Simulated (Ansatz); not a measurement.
A made-up structure of CH4FSi, doublet:

| atom | x (Å) | y (Å) | z (Å) |
| --- | --- | --- | --- |
| F1 | -1.6894 | 0.0397 | 0.2881 |
| C2 | -0.4786 | -0.1974 | -0.3895 |
| Si3 | 0.5601 | -0.0956 | 0.7929 |
| H4 | -0.3272 | -1.2423 | -0.8201 |
| H5 | -0.3033 | 0.6104 | -1.2339 |
| H6 | 0.4008 | 1.3453 | 1.3298 |
| H7 | 1.8377 | -0.4601 | 0.0326 |

It is relaxed with PBE-D4/def2-SVP and then PBE0-D4/def2-TZVP (Ansatz 0.2.0). Atoms count as bonded within 1.22 times the sum of their covalent radii (H–H: 0.88 Å). The end point is not checked to be a true minimum.

(1) Does its bonding change? (Judge from chemistry; the calculation decides.)

Results:

(1) Computed: No: no bond forms or breaks.

Where it ends: The first stage lowers the energy by 2.02 eV in 7 steps. It ends as CH₄FSi ([F][CH2][SiH2]):
| atom | x (Å) | y (Å) | z (Å) |
| --- | --- | --- | --- |
| F1 | -1.8744 | -0.0558 | 0.0701 |
| C2 | -0.6057 | -0.2298 | -0.4642 |
| Si3 | 0.7320 | -0.0262 | 0.8701 |
| H4 | -0.5546 | -1.2229 | -0.9218 |
| H5 | -0.4683 | 0.5129 | -1.2599 |
| H6 | 0.7133 | 1.3453 | 1.4478 |
| H7 | 2.0578 | -0.3235 | 0.2580 |

Labels in which every atom is bracketed show which atoms are joined, not bond orders.

For scale, one of the runs: PBE0-D4/def2-TZVP relaxation, 123 basis functions, launched by `ansatz run in.yaml --threads 2 --pin off --events-out ev --progress --plain --max-ram 4352MiB`. The run took about 20 s on 2 CPU threads of an Arm Neoverse V2 (shared host).
